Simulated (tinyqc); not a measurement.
Worked calculation (part 2 of 2): RKS/exchange-only LDA in the sto-3g basis, for H2O, spin multiplicity 1. Computed by tinyqc, a small Python program that keeps every step (integrals from PySCF). Command: `OMP_NUM_THREADS=1 python tinyqc.py 20198 20199 out.jsonl` (the two numbers bound the seeds that draw the settings). One thread of a shared host (Intel(R) Xeon(R) Processor @ 2.60GHz), about 0.5 s of CPU time with the checks.

Geometry (angstrom):
```
atom,x,y,z
O,0.000000,0.000000,0.000000
H,0.000000,1.003000,0.612000
H,0.000000,-1.003000,0.612000
```

## Populations, bond orders and dipole

D after iteration 9, lower triangle:
```
,1O 1s,1O 2s,1O 2px,1O 2py,1O 2pz,2H 1s,3H 1s
1O 1s,2.111584
1O 2s,-0.476502,2.081949
1O 2px,0.000000,0.000000,2.000000
1O 2py,0.000000,0.000000,0.000000,0.714471
1O 2pz,0.101207,-0.525631,0.000000,0.000000,1.132286
2H 1s,-0.010025,-0.090408,0.000000,0.537468,0.562233,0.699533
3H 1s,-0.010025,-0.090408,0.000000,-0.537468,0.562233,-0.109100,0.699533
```

overlap S, lower triangle:
```
,1O 1s,1O 2s,1O 2px,1O 2py,1O 2pz,2H 1s,3H 1s
1O 1s,1.000000
1O 2s,0.236704,1.000000
1O 2px,0.000000,0.000000,1.000000
1O 2py,0.000000,0.000000,0.000000,1.000000
1O 2pz,0.000000,0.000000,0.000000,0.000000,1.000000
2H 1s,0.032157,0.344012,0.000000,0.266227,0.162443,1.000000
3H 1s,0.032157,0.344012,0.000000,-0.266227,0.162443,0.118047,1.000000
```

Mulliken: Z minus the diagonal of D S on the atom; Loewdin: the same with S^(1/2) D S^(1/2); Mayer order: 2 sum_s sum (D(s) S)_ij (D(s) S)_ji over the two atoms.

Charges (e):
```
atom,Mulliken,Loewdin
1O,-0.220701,-0.164078
2H,0.110351,0.082039
3H,0.110351,0.082039
```

Mayer bond orders:
```
pair,order
2-1,0.975788
3-1,0.975788
3-2,0.012035
```

dipole moment about the origin, x y z (debye): 0.000000  0.000000  1.237954
